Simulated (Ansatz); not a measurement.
A nudged elastic band was laid between two geometries of HOSSi (4 atoms, charge 1, multiplicity 1).

The calculation used RKS PBE0-D4/def2-SVPD (Ansatz 0.2.0).

```json
{"movable images": "7", "climbing image": "yes", "spring": "5.0 eV/Å²", "optimiser": "quadratic models (default)", "start path": "through a guess of the saddle point", "force threshold": "0.03 eV/Å", "iteration limit": "60", "end points": "relaxed"}
```

Initial state:

```xyz
4
Properties=species:S:1:pos:R:3
O 0.811 -0.652 0.734
Si -0.041 0.350 -0.218
S -0.926 -1.356 0.359
H 0.156 1.658 -0.875
```

Final state:

```xyz
4
Properties=species:S:1:pos:R:3
O 0.797 -0.590 0.378
Si 0.089 0.419 1.516
S -0.648 -0.429 -0.548
H -0.238 0.600 -1.346
```

Task: What changes between the two ends?

Result: Bonds broken: Si2–H4. Bonds formed: S3–H4.

Task: What energy profile does the band end with?

Result: It converged. The highest image is number 2 of 0 to 8, 132.7 kJ/mol above the first end and 277.3 kJ/mol above the last; the last end lies 144.6 kJ/mol below the first. The profile has 3 maxima (images 2, 5, 7) with wells between them (images 4, 6): this band takes more than one step, which may be the mechanism or a detour left from its start path. Neighbouring images differ by up to 1.4 eV, so the band resolves the path poorly. A vibrational analysis at the climbing image gives one clearly imaginary mode, 536i cm⁻¹: a first-order saddle point. The orbitals stay closed-shell, which can raise the energy where a bond breaks towards radicals; this wasn't checked here.

```csv
image,path coordinate (Å),energy (kJ/mol),Si2–H4 (Å),S3–H4 (Å)
0,0.00,0.0,1.48,3.43
1,0.61,65.1,1.46,3.00
2,1.22,132.7,1.55,2.44
3,1.95,-1.3,1.88,1.63
4,2.68,-140.2,2.69,1.37
5,3.40,-113.3,3.45,1.36
6,4.13,-144.9,3.73,1.36
7,4.85,-116.1,3.31,1.36
8,5.58,-144.6,2.89,1.37
```

Task: What is the geometry of the highest image?

Result: 
```xyz
4
Properties=species:S:1:pos:R:3
O 0.562 -0.663 0.983
Si 0.692 0.263 -0.555
S -0.844 -0.947 0.149
H -0.411 1.347 -0.576
```

Time of the run: 4.5 min on 2 threads of Intel(R) Xeon(R) Processor @ 2.50GHz (Skylake/Cascade Lake) (shared host), peak memory 0.16 GiB.
